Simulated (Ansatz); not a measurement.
`P[SiH2]Cl`, charge 0, multiplicity 1.

Problem. Give a relaxed structure at PBE0-D4/def2-TZVP (Ansatz 0.2.0). (An estimate is asked.)

Solution. The calculation gave: 
Z-matrix (Å, degrees):
```
Si
Cl 1 2.058
P 1 2.245 2 108.1
H 1 1.483 2 107.2 3 -123.8
H 1 1.483 2 108.3 3 117.9
H 3 1.424 1 91.7 2 -171.4
H 3 1.421 1 93.0 2 -77.9
```
